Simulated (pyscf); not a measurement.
Four-centre exchange: H₃Si–S–SiH₃ + hydrogen chloride (HCl) → H₃Si–Cl + H₃Si–SH

Gas phase, singlet surface, charge 0. Bonds broken: Si1–S2, Cl10–H11. Bonds formed: Si1–Cl10, S2–H11. PySCF, gas phase, ωB97X-D3(BJ)/def2-SVP geometries.

Transition state (Å):

```xyz
11

Si    -2.3861     0.8158     0.0264
S     -0.9077    -0.8202     0.8149
Si     0.7220    -0.1834    -0.5119
H     -2.8788    -0.1895    -0.9911
H     -3.5916     1.0476     0.8532
H     -1.7651     1.8360    -0.8553
H      1.8888    -1.0390    -0.1836
H      0.2234    -0.4470    -1.8837
H      0.9577     1.2501    -0.2347
Cl    -1.1649     2.0260     1.8501
H     -0.6151     0.1509     1.7908
```

One imaginary mode, 359i cm⁻¹; descent along it reached the two sides named, in the forms told below.

| bond | change | reactant side (Å) | saddle | product side |
|---|---|---|---|---|
| Si1–S2 | breaks | 2.159 | 2.342 | 4.0 |
| Cl10–H11 | breaks | 1.295 | 1.955 | 4.7 |
| Si1–Cl10 | forms | 3.7 | 2.506 | 2.070 |
| S2–H11 | forms | 2.384 | 1.407 | 1.348 |

Electronic energies relative to the separated reactants (kJ/mol):

```tsv
level	barrier	reaction energy	reverse barrier
ωB97X-D3(BJ)/def2-TZVP	99.5	-25.6	125.2
PBE/def2-TZVP	90.2	-31.2	121.4
r²SCAN/def2-TZVP	96.1	-32.4	128.5
B3LYP-D3(BJ)/def2-TZVP	97.6	-32.2	129.8
PBE0-D3(BJ)/def2-TZVP	92.7	-27.8	120.5
M06-2X/def2-TZVP	105.6	-34.8	140.4
ωB97M-D3(BJ)/def2-TZVP	106.6	-33.4	140.0
HF/def2-TZVP	175.5	-47.5	223.0
```

With ωB97M-D3(BJ)/def2-TZVP energies and thermal terms (ideal gas, 1 atm, RRHO with modes under 100 cm⁻¹ raised to 100, one conformer, R ln 2 for chiral ones without a mode under 150 cm⁻¹), in kJ/mol:

| T (K) | ΔH‡ | ΔG‡ | ΔH | ΔG |
|---|---|---|---|---|
| 298 | 106.1 | 149.7 | -33.2 | -37.0 |
| 600 | 105.9 | 194.1 | -35.6 | -39.7 |
| 900 | 107.0 | 237.9 | -37.3 | -41.4 |
| 1200 | 108.5 | 281.4 | -38.7 | -42.5 |

On the reactant side the descent ends in a complex, 19.3 kJ/mol under the separated species and 118.8 kJ/mol under the saddle at ωB97X-D3(BJ)/def2-TZVP. One saddle was located; it need not be the lowest between these sides.
